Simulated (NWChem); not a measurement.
# Correlation energy of Al

```xyz
1

Al     0.0000     0.0000     0.0000
```
Charge 0, spin multiplicity 2.

Program: NWChem.

Basis set: cc-pVTZ. Each correlation energy counts from its own Hartree-Fock reference.

The correlated methods keep 5 core orbitals frozen. The stability of the SCF solutions was not checked. Open-shell Hartree-Fock references start from PBE0 orbitals. Coupled-cluster values serve here as a point of comparison, not as the truth.

```tsv
method	correlation energy (mHa)
URI-MP2	-35.9
CCSD on UHF	___
CCSD[T] on UHF	-52.2
CCSD(T) on UHF	-52.2
UMP2	-35.9
SCS-UMP2	___
CCSD on ROHF	___
CCSD[T] on ROHF	-56.1
CCSD(T) on ROHF	-56.1
CCSDT on ROHF	___
```

**Question.** Some entries are withheld; supply them.

**Answer.** 
- CCSD on UHF, correlation energy (mHa): -51.0
- SCS-UMP2, correlation energy (mHa): -40.8
- CCSD on ROHF, correlation energy (mHa): -54.7
- CCSDT on ROHF, correlation energy (mHa): -56.5
